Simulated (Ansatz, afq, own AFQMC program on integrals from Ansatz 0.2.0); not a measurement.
Where AFQMC and coupled cluster stand for SiNH₅, singlet

```xyz
7

Si   -0.0201    0.0000    0.8021
N     0.0707    0.0000   -1.5922
H     0.6756   -1.2207    1.2853
H     0.6756    1.2207    1.2853
H    -1.3872    0.0000    1.4048
H    -0.1942   -0.8283   -2.1005
H    -0.1942    0.8283   -2.1005
```

Basis 6-31G. Noble-gas cores (and the filled d shells of Ga–Kr and In–Xe) are frozen. Ansatz 0.2.0 and our own AFQMC program on the same integrals; the CISD trial comes from CCSD amplitudes, and released means the phaseless constraint is let go. ± is one standard error of the sampling.

Determinant: RHF, the one that the program's search chose, which needn't be the lowest solution. The geometry is a point of a scan.

No full CI on the walks' own integrals is used here; CCSDT(Q) serves as the reference and is uncertain by about the last step of the cluster series.

The T1 diagnostic is 0.0164 and the weight of the determinant in the CISD state is 0.883. The size of the correlated space is 14 electrons in 26 orbitals.

Reference: CCSDT(Q), correlation energy -5.872 eV. The released energy is read at 2.40 1/Eh (meV from the phaseless value at times in 1/Eh: -6 ± 23 at 0.24, -11 ± 16 at 0.51, -8 ± 19 at 0.99, 14 ± 16 at 1.62, -10 ± 21 at 2.40).

| level | E − E(reference) (kJ/mol) | share of correlation (%) |
| --- | --- | --- |
| HF | 566.6 | 0.00 |
| MP2 | 92.0 | 83.77 |
| CCSD | 15.4 | 97.27 |
| CCSD(T) | 3.5 | 99.37 |
| CCSDT | 1.8 | 99.69 |
| ph-AFQMC/CISD | 0.2 ± 2.0 | 99.97 |
| released AFQMC | -0.8 ± 2.1 | 100.14 |

A walk keeps the symmetry of its determinant, which the program's search chose and which needn't be the lowest solution, so a lower state of the same spin and another symmetry isn't excluded. Released energies are given only where the last usable release times agree within the noise; a slower fall can still hide under it.
